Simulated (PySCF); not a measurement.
# H5NSi: the cost of one run

Method: levels as typed in each script, gas phase, geometry from GFN2-xTB; program: PySCF 2.14.0.

### 1 Where the work starts

7 atoms, charge 0, spin multiplicity 1.

Bond lengths: N1–Si2 1.723 Å, N1–H3 1.008 Å, N1–H4 1.007 Å, Si2–H5 1.460 Å, Si2–H6 1.472 Å, Si2–H7 1.461 Å. Angles: Si2–N1–H3 118.7°, Si2–N1–H4 118.7°, H3–N1–H4 109.5°, N1–Si2–H5 105.0°, N1–Si2–H6 115.3°, N1–Si2–H7 104.9°, H5–Si2–H6 108.9°, H5–Si2–H7 113.3°, H6–Si2–H7 109.4°.

Geometry (Å):

```xyz
7
H5NSi
N    -1.14068    0.00027    0.06824
Si    0.58077    0.00045   -0.00224
H    -1.63654   -0.82465   -0.22978
H    -1.63749    0.82023   -0.24043
H     0.98684   -1.21489    0.69846
H     1.15578   -0.01441   -1.35724
H     0.98542    1.22552    0.68265
```

### 2 Stretching a bond (def2-svp)

input.py

```python
import numpy as np
from pyscf import gto, scf, mcscf

mol = gto.M(atom='''
N     -1.14068     0.00027     0.06824
Si     0.58077     0.00045    -0.00224
H     -1.63654    -0.82465    -0.22978
H     -1.63749     0.82023    -0.24043
H      0.98684    -1.21489     0.69846
H      1.15578    -0.01441    -1.35724
H      0.98542     1.22552     0.68265
''', basis='def2-svp', charge=0, spin=0, verbose=4)
# stretch the bond between atoms 1 and 2, from long to short, fragments rigid
a, b, move = 0, 1, [1, 4, 5, 6]
xyz = mol.atom_coords(unit='Angstrom')
u = xyz[b] - xyz[a]
r0 = np.linalg.norm(u)
rows, last, dm_u = [], None, None
for r in [5.1, 4.0, 3.28, 2.82, 2.46, 2.18, 2.0, 1.82, 1.67]:
    new = xyz.copy()
    new[move] += u / r0 * (r - r0)
    m = mol.set_geom_(new, unit='Angstrom', inplace=False)
    rhf = scf.RHF(m).density_fit(auxbasis='def2-universal-jkfit').run()
    uhf = scf.UHF(m).density_fit(auxbasis='def2-universal-jkfit').newton()
    if dm_u is None:
        c = rhf.mo_coeff
        h = m.nelectron // 2 - 1
        ca, cb = c.copy(), c.copy()
        ca[:, h], cb[:, h] = (c[:, h] + c[:, h + 1]) / 2**.5, (c[:, h] - c[:, h + 1]) / 2**.5
        dm_u = np.array([x[:, :h + 1] @ x[:, :h + 1].T for x in (ca, cb)])
    uhf.kernel(dm0=dm_u)
    for _ in range(3):
        c, _, stable, _ = uhf.stability(return_status=True)
        if stable:
            break
        uhf.kernel(c, uhf.mo_occ)
    dm_u = uhf.make_rdm1()
    mc = mcscf.CASSCF(rhf, 2, 2)
    mc.natorb = True
    mc.fix_spin_(ss=0)
    guess = mcscf.addons.make_natural_orbitals(uhf)[1] if last is None else mcscf.project_init_guess(mc, last.mo_coeff, last.mol)
    mc.kernel(guess)
    last = mc
    act = slice(mc.ncore, mc.ncore + mc.ncas)
    print('r %.3f  RHF %.6f  UHF %.6f  <S^2> %.3f  CASSCF %.6f  occupations' % (r, rhf.e_tot, uhf.e_tot, uhf.spin_square()[0], mc.e_tot), mc.mo_occ[act].round(4))
    rows.append((new, rhf.e_tot, uhf.e_tot, uhf.spin_square()[0], mc.e_tot, mc.mo_occ[act], mc.mo_coeff[:, act], dm_u[0] - dm_u[1], rhf.converged and uhf.converged and mc.converged))
    np.savez('result.npz', **{k: [row[i] for row in rows] for i, k in enumerate('xyz rhf uhf s2 cas occ c spin ok'.split())})
```

The run is started by

```sh
$ OMP_NUM_THREADS=1 python input.py
```

What time and memory should one allow on 1 thread of AMD EPYC 7R43 (Zen 3), shared host?

About 56 s, with a peak of 0.17 GiB.
